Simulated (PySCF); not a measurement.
Excitations are Tamm–Dancoff values on a coarser integration grid. The basis has no diffuse functions, so Rydberg states are missing or too high.

## BF$_{3}$, SMILES `FB(F)F` (charge 0, multiplicity 1)

All values below come from PBE-D3(BJ)/def2-TZVP // PBE0-D3(BJ)/def2-TZVP run with PySCF.

The HOMO comes out as -9.99 eV and the dipole moment is 0.00 D. The HOMO–LUMO gap is 9.65 eV. The LUMO is -0.34 eV, the S1 excitation (TDA) is 9.73 eV and the S1 oscillator strength is 0.000. The T1 excitation (TDA) comes out as 9.50 eV and the S1–T1 gap (TDA) is 0.23 eV. The total energy is -324.3860 Ha and the cost is about 17 core-seconds (a rough figure).

Bond lengths (Å): F1–B2 1.311, B2–F3 1.311, B2–F4 1.311. Bond angles (°): F1–B2–F3 120.0, F1–B2–F4 120.0, F3–B2–F4 120.0.
